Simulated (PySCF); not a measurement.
hydroxide (HO), SMILES [OH-], charge -1.

Geometry optimised at PBE0-D3(BJ)/def2-TZVPD.

These are B3LYP/def2-TZVPD (PySCF) values and carry that method's errors.

Gas-phase values at a fixed geometry. A positive occupied level means that this level leaves the electron formally unbound; only the finite basis holds it.

Computed frontier levels, gap, dipole moment and polarisability:
```yaml
highest_occupied_level: 0.94 eV
lowest_empty_level: 5.55 eV
orbital_gap: 4.61 eV
dipole_moment_about_the_centre_of_nuclear_charge: 1.37 D
mean_static_polarisability: 23.8 bohr³ (3.52 Å³)
polarisability_principal_values: 20.6, 25.4, 25.4 bohr³
```
